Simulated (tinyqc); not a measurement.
Inside a calculation. Method: RHF in the sto-3g basis, for H2F+, spin multiplicity 1. One step of it, computed by the program tinyqc.

Problem. Orthogonalisation. S = U s U^T; symmetric (Loewdin) form X = U s^(-1/2) U^T, so that X^T S X = 1.

overlap S, lower triangle:
```
           1F 1s     1F 2s    1F 2px     1F 2py    1F 2pz     2H 1s     3H 1s
1F 1s   1.000000
1F 2s   0.237990  1.000000
1F 2px  0.000000  0.000000  1.000000
1F 2py  0.000000  0.000000  0.000000   1.000000
1F 2pz  0.000000  0.000000  0.000000   0.000000  1.000000
2H 1s   0.032625  0.341158  0.000000   0.243107  0.150795  1.000000
3H 1s   0.032625  0.341158  0.000000  -0.243107  0.150795  0.150786  1.000000
```

Give: eigenvalues of S; X.

Solution.

eigenvalues of S: 0.503  0.573  0.906  1.000  1.084  1.277  1.658

X, lower triangle:
```
         1F 1s   1F 2s  1F 2px  1F 2py  1F 2pz   2H 1s  3H 1s
1F 1s    1.024
1F 2s   -0.134   1.122
1F 2px   0.000   0.000   1.000
1F 2py   0.000   0.000   0.000   1.057
1F 2pz  -0.005   0.043   0.000   0.000   1.019
2H 1s    0.017  -0.186   0.000  -0.151  -0.081   1.092
3H 1s    0.017  -0.186   0.000   0.151  -0.081  -0.058  1.092
```
